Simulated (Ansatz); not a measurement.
**Other spins and charges of AsH, triplet at one geometry**

Geometry (PBE0/def2-TZVP stationary point for this spin):

```csv
atom,x (Å),y (Å),z (Å)
As,0.0000,0.0000,0.0000
H,0.0000,0.0000,1.5314
```

Basis aug-cc-pVDZ; Ansatz 0.2.0. Correlated methods freeze the noble-gas cores and the filled d shells of p-block atoms. Prefix R: restricted or restricted open-shell reference; prefix U: unrestricted. Active spaces: valence = (6e, 5o) chosen from the atoms' valence shells. No spin–orbit coupling is included, and no scalar relativity.

Gaps are energies of the second state less the first, at fixed atoms, for a selection of the levels run; each method lands on the state that its own search finds for that charge and spin.

For open shells CISD is restricted-active-space CI with the open shells as a complete middle space. The determinant of the AsH singlet fills πx and πy unequally, so it is a mixture of Σ and Δ, which weighs on every level built on one determinant. The highest occupied Kohn–Sham level of the anion is positive, up to +1.63 eV, so in those functionals the extra electron is held by the basis alone, which enters their differences from the reference.

Adding an electron, to the doublet: -0.744 eV at UCCSDT(Q).

| level | gap (eV) | error (meV) |
| --- | --- | --- |
| UHF | 0.069 | 813 |
| UMP2 | -0.686 | 58 |
| CISD | -0.594 | 150 |
| UCCSD | -0.683 | 61 |
| UCCSD(T) | -0.734 | 10 |
| NEVPT2 (valence space) | -0.431 | 313 |
| PBE | -1.043 | -299 |
| PBE0 | -0.969 | -225 |
| wB97M-V | -0.990 | -246 |
| RPA-PBE | -1.034 | -290 |

Wrong sign: UHF.

Task: PBE gives 9.719 eV for removing an electron, to the doublet. Estimate what full CI gives in aug-cc-pVDZ.

Result: Full CI in aug-cc-pVDZ gives 9.541 eV, so against it PBE is off by 0.178 eV, of which a good part can be the reference's own basis and frozen-core error.

| level | gap (eV) | error (meV) |
| --- | --- | --- |
| RHF | 9.202 | -339 |
| RMP2 | 9.579 | 38 |
| CISD | 9.508 | -33 |
| RCCSD | 9.519 | -22 |
| RCCSD(T) | 9.537 | -4 |
| BCCD(T) | 9.537 | -4 |
| RCCSDT | 9.539 | -2 |
| RCCSDT(Q) | 9.540 | -1 |
| CASSCF (valence space) | 8.792 | -749 |
| NEVPT2 (valence space) | 9.406 | -135 |
| MRCISD (valence space) | 9.487 | -54 |
| MRCISD+Q (valence space) | 9.552 | 11 |
| r2SCAN | 9.946 | 405 |
| PBE0 | 9.783 | 242 |
| B3LYP | 9.708 | 167 |
| wB97M-V | 9.596 | 55 |
| B2PLYP | 9.598 | 57 |
| RPA-PBE | 9.496 | -45 |

Task: PBE gives 6.350 eV for quintet less triplet. Estimate what UCCSDT(Q) gives in aug-cc-pVDZ.

Result: UCCSDT(Q) in aug-cc-pVDZ gives 6.313 eV, so against it PBE is off by 0.037 eV, of which a good part can be the reference's own basis and frozen-core error.

| level | gap (eV) | error (meV) |
| --- | --- | --- |
| UHF | 5.802 | -511 |
| UMP2 | 6.198 | -115 |
| CISD | 6.249 | -64 |
| UCCSD | 6.300 | -13 |
| UCCSD(T) | 6.311 | -2 |
| BCCD(T) | 6.322 | 9 |
| UCCSDT | 6.313 | 0 |
| CASSCF (valence space) | 6.286 | -27 |
| NEVPT2 (valence space) | 6.301 | -12 |
| MRCISD (valence space) | 6.338 | 25 |
| MRCISD+Q (valence space) | 6.331 | 18 |
| r2SCAN | 6.364 | 51 |
| PBE0 | 6.374 | 61 |
| B3LYP | 6.603 | 290 |
| wB97M-V | 6.563 | 250 |
| B2PLYP | 6.516 | 203 |
| RPA-PBE | 6.407 | 94 |

Singlet less triplet: 1.091 eV at full CI (triplet A2, singlet A1, in C2v).

By full CI's occupations no single determinant describes the singlet well.

```tsv
level	gap (eV)	error (meV)
RHF	1.755	664
RMP2	1.571	480
CISD	1.463	372
RCCSD	1.334	243
RCCSD(T)	1.243	152
BCCD(T)	1.246	155
RCCSDT(Q)*	1.085	-6
NEVPT2 (valence space)	1.165	74
MRCISD (valence space)	1.110	19
MRCISD+Q (valence space)	1.087	-4
```

An asterisk marks runs whose energy the program itself flagged as in doubt.

Task: PBE gives 11.572 eV for removing an electron, to the quartet. Estimate what full CI gives in aug-cc-pVDZ.

Result: Full CI in aug-cc-pVDZ gives 11.241 eV, so against it PBE is off by 0.331 eV, of which a good part can be the reference's own basis and frozen-core error.

| level | gap (eV) | error (meV) |
| --- | --- | --- |
| RHF | 10.389 | -852 |
| CISD | 11.137 | -104 |
| RCCSDT | 11.239 | -2 |
| RCCSDT(Q) | 11.240 | -1 |
| CASSCF (valence space) | 10.386 | -855 |
| PBE0 | 11.558 | 317 |
| B3LYP | 11.744 | 503 |
| B2PLYP | 11.487 | 246 |
| RPA-PBE | 11.541 | 300 |

In so small a basis the reference is far from its limit while semilocal and hybrid functionals are nearer theirs (RPA and double hybrids share part of the reference's basis error), so the functionals' errors here hold much of the reference's basis and frozen-core error, which can add to them or hide them.

The reference is named with each gap: full CI where it ran, else the highest cluster level, uncertain by about the last step of the series. The frozen core follows each run's orbitals, which can shift R against U totals by a few meV for light atoms and by up to 0.1 eV past Ca.
